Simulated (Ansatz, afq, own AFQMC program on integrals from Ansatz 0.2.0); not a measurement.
# Where AFQMC and coupled cluster stand for AlNH₄, triplet

```yaml
atoms:
  - { symbol: Al, position_ang: [-0.9987, 0.0225, 0.0000] }
  - { symbol: H, position_ang: [-1.7917, 1.3959, 0.0000] }
  - { symbol: H, position_ang: [-1.7917, -1.3509, 0.0000] }
  - { symbol: H, position_ang: [0.6853, 0.0225, 0.0000] }
  - { symbol: N, position_ang: [1.9713, 0.0225, 0.0000] }
  - { symbol: H, position_ang: [2.2403, -0.9817, 0.0000] }
```

Connectivity, by distances: AlH3 ··· NH.

Basis cc-pVTZ. Noble-gas cores (and the filled d shells of Ga–Kr and In–Xe) are frozen. Ansatz 0.2.0 and our own AFQMC program on the same integrals; the CISD trial comes from CCSD amplitudes, and released means the phaseless constraint is let go. Error bars are statistical, one sigma.

Determinant: UHF, the one that the program's search chose, which needn't be the lowest solution. The geometry is a point of a scan.

No full CI on the walks' own integrals is used here. The released AFQMC energy serves as the reference, which it does only where one determinant dominates, the energy is flat over the last release times and near the phaseless one (40 meV or 2 meV an electron, half that with transition metals). On small molecules, where full CI could be run and the noise was under 10 meV, such values lay within 10 meV of it in 19 cases of 20, a flattering rate, since the rule was set on those same cases; what remains of the bias isn't in the error bar.

Cautions: lower spins were not checked; the released value is read at 1.62 1/Eh, later times being too noisy (meV from the phaseless value at times in 1/Eh: -6 ± 4 at 0.24, -7 ± 4 at 0.51, -7 ± 5 at 0.99, -14 ± 6 at 1.62, -8 ± 12 at 2.40).

- T1 diagnostic: 0.0198
- weight of the determinant in the CISD state: 0.872
- ⟨S²⟩ of the determinant: 2.045
- size of the correlated space: 12 electrons in 114 orbitals

Reference: AFQMC with the constraint released, correlation energy -8.443 ± 0.006 eV.

```json
{"level": "HF", "E − E(reference) (kJ/mol)": "814.6 ± 0.5", "share of correlation (%)": "0.00"}
{"level": "MP2", "E − E(reference) (kJ/mol)": "134.2 ± 0.5", "share of correlation (%)": "83.53"}
{"level": "CCSD", "E − E(reference) (kJ/mol)": "27.9 ± 0.5", "share of correlation (%)": "96.57"}
{"level": "CCSD(T)", "E − E(reference) (kJ/mol)": "4.5 ± 0.5", "share of correlation (%)": "99.44"}
{"level": "ph-AFQMC/HF", "E − E(reference) (kJ/mol)": "8.1 ± 2.5", "share of correlation (%)": "99.01"}
{"level": "ph-AFQMC/CISD", "E − E(reference) (kJ/mol)": "1.3 ± 0.7", "share of correlation (%)": "99.84"}
```

A walk keeps the symmetry of its determinant, which the program's search chose and which needn't be the lowest solution, so a lower state of the same spin and another symmetry isn't excluded. Released energies are given only where the last usable release times agree within the noise; a slower fall can still hide under it.
